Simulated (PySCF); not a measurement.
## Core binding energy against partial charge

Compound: methyl isopropyl ketone, C₅H₁₀O.
Numbering: `[CH3:1][C:2](=[O:3])[CH:4]([CH3:5])[CH3:6]`

Structure used (PBE0-D3(BJ)/def2-SVP), in Å, numbered top down from 1:
```xyz
16
C5H10O angstrom
C      2.0411    0.5384    0.0973
C      0.9736   -0.5023   -0.1533
O      1.2320   -1.5347   -0.7246
C     -0.4362   -0.1885    0.3325
C     -1.3819   -1.3414    0.0470
C     -0.9388    1.1326   -0.2550
H      3.0291    0.0647    0.0344
H      1.9155    1.0408    1.0680
H      1.9824    1.3140   -0.6837
H     -0.3451   -0.0526    1.4278
H     -1.4927   -1.4917   -1.0379
H     -2.3768   -1.1437    0.4729
H     -0.9991   -2.2830    0.4646
H     -0.9622    1.0869   -1.3559
H     -1.9630    1.3388    0.0899
H     -0.3123    1.9880    0.0377
```

Binding energies: delta-SCF UKS SCAN, pcX-2 on the ionised atom, pcseg-1 elsewhere, spin-free X2C (PySCF). Charges: PBE0/pcSseg-1 ground-state density, for the ionised atom.

| atom | environment | C 1s (eV) | Mulliken (e) | IAO (e) | Hirshfeld (e) | ESP (e) |
| --- | --- | --- | --- | --- | --- | --- |
| C5 | methyl carbon | 290.50 | -0.202 | -0.408 | -0.122 | -0.588 |
| C4 | sp3 carbon next to a carbonyl | 290.89 | -0.415 | -0.147 | -0.029 | +0.361 |
| C1 | methyl carbon next to a carbonyl | 290.99 | -0.270 | -0.471 | -0.122 | -0.594 |
| C2 | ketone carbonyl carbon | 293.14 | +0.204 | +0.390 | +0.174 | +0.550 |

Give the correlation coefficient and slope of binding energy on charge for each scheme.

Hirshfeld: r = 0.95, slope 8.1 eV per e; IAO: r = 0.93, slope 2.8 eV per e; Mulliken: r = 0.89, slope 4.0 eV per e; ESP: r = 0.71, slope 1.4 eV per e. On 4 points no scheme stands out.

The point-charge model writes a binding energy as kq + V + constant, with V the potential of the other atoms' charges at the site. What does it give with the IAO charges?

V = Σ 14.40 eV Å × q/r over all other atoms: +4.68 eV at C5, +0.48 eV at C4, +7.13 eV at C1, -7.28 eV at C2. Fitting binding energy − V to q gives k = 18.8 eV per e and leaves an rms residual of 0.27 eV, against 0.38 eV for the fit on q alone. The model has no term for differences in relaxation between sites.

The structure is a single PBE0-D3(BJ)/def2-SVP conformer in the gas phase; no vibrational or solvent corrections.
